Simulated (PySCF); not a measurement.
C4H4OS.
SMILES: `CC(=O)C=C=S`

A linear-response calculation (PySCF, def2-SVPD basis, gas phase, vertical, core orbitals frozen in the response) gave these numbers; the functional is withheld.

Orbital energies (eV): HOMO-3 -10.47, HOMO-2 -9.98, HOMO-1 -7.66, HOMO -7.24, LUMO -2.87, LUMO+1 -1.66, LUMO+2 0.34.

```json
{"state": "S1", "E (eV)": "2.62", "f": "0.0000", "main configurations (H = HOMO, L = LUMO)": "H→L (100%)"}
{"state": "S2", "E (eV)": "3.74", "f": "0.0077", "main configurations (H = HOMO, L = LUMO)": "H-1→L (86%), H→L+1 (13%)"}
{"state": "S3", "E (eV)": "4.11", "f": "0.0001", "main configurations (H = HOMO, L = LUMO)": "H-1→L+1 (96%)"}
{"state": "S4", "E (eV)": "5.16", "f": "0.331", "main configurations (H = HOMO, L = LUMO)": "H→L+1 (69%), H-2→L (16%), H-1→L (11%)"}
{"state": "S5", "E (eV)": "5.86", "f": "0.0000", "main configurations (H = HOMO, L = LUMO)": "H-3→L (55%), H-4→L (42%)"}
{"state": "S6", "E (eV)": "6.38", "f": "0.010", "main configurations (H = HOMO, L = LUMO)": "H→L+2 (98%)"}
```

Triplets (Tamm–Dancoff): T1 2.28 eV, H→L (99%); T2 3.33 eV, H→L+1 (70%), H-1→L (24%); T3 3.43 eV, H-1→L (64%), H→L+1 (26%), H-2→L (8%); T4 3.61 eV, H-1→L+1 (93%).

Vertical ionisation energy by ΔSCF with the same functional: 9.21 eV. Mean static polarisability: 78.3 au.

Question: Name the functional.
A. HF
B. PBE0
C. PBE
D. CAM-B3LYP

Answer: B. PBE0 is a global hybrid with 25% exact exchange. In this run −ε(HOMO) = 7.24 eV differs from the ΔSCF value by -1.98 eV, and S1 differs from the orbital gap of 4.37 eV by -1.75 eV. The ratio −ε(HOMO)/IP is 0.79. Usual ranges for neutral molecules in this basis: 0.7 to 0.83 with PBE0, 0.5 to 0.7 with PBE, 0.85 to 0.93 with CAM-B3LYP; Hartree–Fock can't fall below 1, since the ion's relaxation only lowers the ΔSCF value.

Method: TDDFT PBE0/def2-SVPD, vertical, gas phase, core orbitals frozen in the response in PySCF 2.14.0, density-fitted response routines. One conformer (not necessarily the lowest) at the PBE0-D3(BJ)/def2-SVP geometry, without solvent, vibrations or thermal averaging.

Shape of the structure used: `[CH3:1][C:2](=[O:3])[CH:4]=[C:5]=[S:6]`: C1–C2–C4–C5 0°.
